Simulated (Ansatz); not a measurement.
Elastic constant C12 (GPa) of solids drawn from the class of oxides, at two levels: PBE (Ansatz, a first-principles code, PAW), and HSE06 (plane waves, PAW; Ansatz).

```csv
solid,PBE,HSE06,shift (%)
rock-salt CaO,57.4,61.5,+7.1
rock-salt MgO,90.0,97.7,+8.6
cubic perovskite BaHfO3,78.9,85.9,+8.9
rock-salt SrO,46.9,51.2,+9.2
rock-salt BaO,46.0,50.1,+8.9
anatase TiO2 (metastable phase),150,164,+9.3
rutile TiO2,169,195,+15.4
cubic perovskite KTaO3,75.0,85.1,+13.5
stishovite (SiO2),163,201,+23
cubic perovskite BaZrO3,79.1,87.2,+10.2
```

The shifts run from +7.1 % to +23 %, with a median of +9.3 %.

Over all 10 rows HSE06 is the larger in 10.

Ansatz's runs of these crystals have no spin polarisation.

Spin–orbit coupling is left out, also for the solids with elements from indium on (cubic perovskite BaHfO3, rock-salt BaO, cubic perovskite KTaO3, cubic perovskite BaZrO3); its size isn't shown.

Each level is taken at its own relaxed cell. Ansatz's density-functional and Hartree–Fock values are scalar-relativistic unless marked +SOC, with PAW data made under PBE.
